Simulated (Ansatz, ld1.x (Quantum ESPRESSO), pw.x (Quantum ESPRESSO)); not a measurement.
Equation-of-state test of one PAW potential (boron (B))

ld1.x (Quantum ESPRESSO) 7.5 input, shortened:

```
&input
   title='B', zed=5., rel=1, dft='PW', iswitch=3,
   config='[He] 2s1 2p0 3d-2'
 /
 &inputp
   pseudotype=3, lpaw=.true., tm=.true., lloc=-1, rcloc=1.55,
   nlcc=.true., rcore=0.85,
   which_augfun='BESSEL', rmatch_augfun=1.35
 /
5
2S  1  0   1.00   0.00  1.20  1.65  0.0
2S  1  0   0.00  -1.90  1.20  1.65  0.0
2P  2  1   0.00   0.00  2.20  2.40  0.0
2P  2  1   0.00  -1.50  2.20  2.40  0.0
3D  3  2  -2.00   0.12  1.50  1.85  0.0
 &test
   configts(1)='2s1 2p0'
 /
```

Atomic tests: cutoffs needed: 6 Ry and 8 Ry (the cutoffs (Ry, on a coarse ladder) from which the occupation-weighted sum of valence levels, in a spherical-Bessel basis at the reference potential, stays within 10 and 1 mRy of its value at 400 Ry) The cutoffs count occupied waves only; the empty 2p level needs 10 Ry at the loose tolerance.; ghost test: no extra level below or beside the all-electron valence levels (s, p, d, f tested) (spherical-Bessel basis up to 400 Ry, 20 bohr box); largest excitation error: -12 meV (all-electron minus pseudo) for 2s0 2p3, out of 7 test configurations.

Crystal test: sc B in pw.x 7.5, no spin, 17³ k-points, Fermi–Dirac smearing 0.01 Ry, cutoffs 40/320 Ry. The reference is all-electron LAPW (Ansatz 0.2.0) with the same functional, mesh and smearing; V0 and B0 come from Birch–Murnaghan fits to the pressures at five volumes. Errors are pseudo minus all-electron; Δ is the rms difference of the E(V) curves that follow from these fits, minima aligned, over ±6 % about the mean V0. Mesh and smearing are coarse, so the numbers serve the comparison and aren't converged zero-temperature values; the lattice is a test structure that the element need not adopt.

```tsv
V (Å³/atom)	P all-electron (GPa)	P pseudo (GPa)
6.193	12.68	15.80
6.356	5.37	8.05
6.519	-1.14	1.17
6.682	-6.94	-4.93
6.845	-12.11	-10.36
```

All-electron: a0 = 1.865 Å (V0 = 6.49 Å³/atom), B0 = 249.7 GPa.

Pseudopotential: mean pressure error (GPa): +2.37; a0 (Å): 1.871; a0 error (%): +0.31; B0 error (%): +2.0; Δ (meV/atom): 3.4. The largest radius (2.40 bohr) exceeds half the bond length (1.77 bohr), so the spheres overlap, which is one possible source of error among others.

Q: At the middle volume, how do free energy and pressure move when the wave cutoff is lowered (ecutrho held at 320 Ry)?

A:

```tsv
cutoff (Ry)	shift of F (meV/atom)	shift of P (GPa)
18	+25.9	-1.44
24	+2.7	-0.20
32	+1.1	+0.01
```

The run at the middle volume (165 k-points, 7 iterations) took about 2.2 s on one core of a shared host (Neoverse-V2, 96 threads, 742 GiB, load 68).
